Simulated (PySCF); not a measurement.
**Functional dependence of a UV spectrum**

C₅H₃F.
SMILES: `C#CC1=C[C@@H]1F`

Linear-response calculations in the def2-SVPD basis (PySCF; singlets by full response, triplets Tamm–Dancoff, core orbitals frozen in the response; HF means time-dependent Hartree–Fock). 'Strongest' is the level of largest summed f among the singlets computed (10 roots, of which the last may lack a degenerate partner); it can jump between rows when another state enters that window. S1 is the lowest singlet of each run and needn't be the same state throughout; f(S1) is that of one state. Isolated species at its PBE0-D3(BJ)/def2-SVP geometry, gas phase.

| functional | kind | S1 (eV) | f(S1) | strongest (eV) | T1 (eV) | HOMO (eV) | gap (eV) | ionisation energy, ΔSCF (eV) |
| --- | --- | --- | --- | --- | --- | --- | --- | --- |
| LDA | LDA | 4.23 | 0.002 | 7.51 | 3.66 | -6.86 | 4.08 | 9.92 |
| PBE | GGA | 4.29 | 0.002 | 6.88 | 3.50 | -6.67 | 4.15 | 9.68 |
| B3LYP | global hybrid, 20% exact exchange | 4.59 | 0.003 | 7.70 | 3.55 | -7.58 | 5.78 | 9.85 |
| PBE0 | global hybrid, 25% exact exchange | 4.66 | 0.003 | 7.93 | 3.51 | -7.80 | 6.21 | 9.86 |
| BHandHLYP | global hybrid, 50% exact exchange | 4.87 | 0.004 | 7.90 | 3.52 | -8.72 | 8.20 | 9.78 |
| wB97X-D | range-separated hybrid | 4.79 | 0.003 | 8.41 | 3.67 | -9.56 | 9.76 | 9.90 |
| LC-wPBE | range-separated hybrid | 4.95 | 0.003 | 8.95 | 3.57 | -10.39 | 11.05 | 10.09 |
| HF | Hartree–Fock | 4.97 | 0.004 | 7.45 | 3.19 | -10.08 | 12.25 | not settled |

Task: What does CAM-B3LYP (range-separated hybrid) give?

Result: S1 (eV) 4.78, f(S1) 0.003, strongest (eV) 8.38, T1 (eV) 3.59, HOMO (eV) -9.05, gap (eV) 8.58, ionisation energy, ΔSCF (eV) 9.96. S1 runs from 4.23 eV (LDA) to 4.97 eV (HF), a spread of 0.73 eV, while the orbital gap spreads over 8.2 eV. Along PBE (0%), B3LYP (20%), PBE0 (25%), BHandHLYP (50%), HF (100%) S1 rises with the share of exact exchange. −ε(HOMO) comes closest to its own ΔSCF ionisation energy with LC-wPBE (+0.30 eV) and misses most with LDA (-3.06 eV). 'Not settled' means that the ion's SCF failed to converge or may have ended in another state than the lowest.
